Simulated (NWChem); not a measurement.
disulfur (S$_{2}$, triplet); SMILES S=S

```xyz
2

S      0.0000     0.0000     0.9634
S      0.0000     0.0000    -0.9634
```
Atoms are numbered in this order, from 1.

All runs: NWChem. Pople sets run with spherical d functions. Spin-unrestricted. All runs use the structure optimised with B3LYP/6-31G* (spherical d), spin-unrestricted. No stability test was run on the SCF state. Vzz is the largest principal value of the second derivative of the potential at the nucleus (NWChem prints the opposite sign); η is the asymmetry. Non-relativistic.

```csv
level,Vzz S2 (a.u.),η S2
PBE/def2-SVP,[?],0.00
PBE/def2-TZVP,1.114,0.00
PBE0/6-31G*,1.168,0.00
PBE0/cc-pVTZ,1.022,0.00
```

Fill in the missing entries.


- PBE/def2-SVP, Vzz S2 (a.u.): 1.075
